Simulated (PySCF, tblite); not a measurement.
# C2H4NO radical: geometry, infrared bands and EPR parameters

Wanted: the infrared bands and EPR parameters of C2H4NO radical (`C=NC[O]`), by calculation.

Programs: tblite 0.8.0 and PySCF 2.14.0, with density-fitted response routines of our own. Each step states its level of theory. These are calculated values for one molecule in the gas phase, unless marked as measured. Atoms are numbered from 0 throughout.

### Step 1. Starting geometry

8 atoms, charge 0, multiplicity 2; geometry from: force field or distance geometry start.

Bonds of the start (Å): C0–N1 1.29, N1–C2 1.43, C2–O3 1.41, C0–H4 1.06, C0–H5 1.08, C2–H6 1.12, C2–H7 1.10.

### Step 2. Relaxing the molecule with GFN2-xTB

Job settings and geometry (Å):

```
{"job": {"kind": "relax", "xc": "GFN2-xTB", "basis": "xTB"}, "charge": 0, "multiplicity": 2}
C      1.301700     0.134100    -0.201400
N      0.261900    -0.575700    -0.481200
C     -0.957500    -0.185400     0.155000
O     -1.960500    -0.088100    -0.837600
H      2.239200    -0.108200    -0.624500
H      1.179300     0.978600     0.459500
H     -0.855300     0.821600     0.623100
H     -1.199800    -0.967500     0.882500
```

Command:

```console
$ OMP_NUM_THREADS=1 python probes_run.py task.json out
```

This one command runs all jobs of the session in turn.

**Question.** This job is followed by: GFN2-xTB harmonic vibrations, gas phase; UKS B3LYP, pcH-1 on C H N O, non-relativistic, mean-field spin-orbit, GIAO. Predict these results of the whole session: strongest single infrared mode (GFN2-xTB); zero-point energy (GFN2-xTB); g(iso) (B3LYP); ⟨S²⟩; largest a(iso) (averaged by class); surface potential, 1st and 99th percentile; property runs in this session.

The runs gave:

| quantity | value |
| --- | --- |
| strongest single infrared mode (GFN2-xTB) | 1236 cm⁻¹, 81 km/mol |
| zero-point energy (GFN2-xTB) | 35.1 kcal/mol |
| g(iso) (B3LYP) | 2.01447 |
| ⟨S²⟩ | 0.755 (exact 0.75) |
| largest a(iso) (averaged by class) | 1H on H6, H7, 275.7 MHz |
| surface potential, 1st and 99th percentile | -1.36 V and 1.34 V |
| property runs in this session | 1, of which 0 failed and 1 gave unsound results |

In words: Over 55 steps the energy fell by 0.668 eV; of the close pairs, C2–O3 changed most, 1.414 to 1.293 Å. No mode is imaginary among the 18: a minimum at this level. The strongest single mode, at 1236 cm⁻¹, has its largest shares on C2, H7 and O3 (the list is cut at 3 atoms). GFN2-xTB is a fitted tight-binding method: band positions and strengths are rough. Its intensities can rank the bands wrongly. O3 carries the largest spin population, 0.77 e. The isotropic g lies 12.1 ppt above the free-electron value. These values are not to be trusted: the run shows a large g shift, which the driver flags as unsure.
